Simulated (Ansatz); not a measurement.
# C4H6O2: the cost of one run

Method: RKS PBE0/6-31G*, in Ansatz 0.2.0.

## 1. The starting structure

Bond lengths: O1–C2 1.261 Å, C2–C3 1.486 Å, C3–O4 1.401 Å, C3–C5 1.535 Å, C3–C6 1.520 Å, C5–C6 1.514 Å, C2–H7 1.102 Å, O4–H8 0.979 Å, C5–H9 1.033 Å, C5–H10 1.120 Å, C6–H11 1.086 Å, C6–H12 1.063 Å. Angles (14 of 22 angles, heavy atoms first): O1–C2–C3 119.4°, C2–C3–O4 117.5°, C2–C3–C5 119.1°, C2–C3–C6 121.3°, O4–C3–C5 110.6°, O4–C3–C6 115.5°, C5–C3–C6 59.4°, C3–C5–C6 59.8°, C3–C6–C5 60.8°, O1–C2–H7 124.0°, C3–C2–H7 116.5°, C3–O4–H8 109.1°, C3–C5–H9 120.1°, C3–C5–H10 117.4°.

As a file:

```xyz
12

O    -1.0471   -1.6146    1.6348
C    -0.8757   -0.4392    1.2115
C    -0.2663   -0.2276   -0.1271
O    -0.5726   -1.1556   -1.1309
C     1.2054    0.2002   -0.2174
C     0.1061    1.1633   -0.6137
H    -1.1075    0.4660    1.7957
H    -0.8187   -2.0073   -0.7153
H     1.8222   -0.2122   -0.9366
H     1.7394    0.4177    0.7431
H    -0.1062    2.0014    0.0440
H    -0.0022    1.3526   -1.6542
```

## 2. End point A

Input file input.yaml:

```yaml
crystal:
  periodic: [false, false, false]
  atoms:
    - { symbol: O, position_ang: [-1.0471, -1.6146, 1.6348] }
    - { symbol: C, position_ang: [-0.8757, -0.4392, 1.2115] }
    - { symbol: C, position_ang: [-0.2663, -0.2276, -0.1271] }
    - { symbol: O, position_ang: [-0.5726, -1.1556, -1.1309] }
    - { symbol: C, position_ang: [1.2054, 0.2002, -0.2174] }
    - { symbol: C, position_ang: [0.1061, 1.1633, -0.6137] }
    - { symbol: H, position_ang: [-1.1075, 0.466, 1.7957] }
    - { symbol: H, position_ang: [-0.8187, -2.0073, -0.7153] }
    - { symbol: H, position_ang: [1.8222, -0.2122, -0.9366] }
    - { symbol: H, position_ang: [1.7394, 0.4177, 0.7431] }
    - { symbol: H, position_ang: [-0.1062, 2.0014, 0.044] }
    - { symbol: H, position_ang: [-0.0022, 1.3526, -1.6542] }
basis:
  gaussian: { orbitals: "6-31G*" }
hamiltonian:
  xc: pbe0
relax:
  f_tol: 0.015
  max_steps: 40
output:
  orbitals: {}
```

Run with:

```console
$ ansatz run input.yaml --threads 2 --pin off --max-ram 3072MiB --backend cpu --events-out ev --progress --plain --runs-dir out
```

Q: Estimate wall time and peak memory on 2 threads of Arm Neoverse V2, shared host.

About 31 s, with a peak of 0.22 GiB.
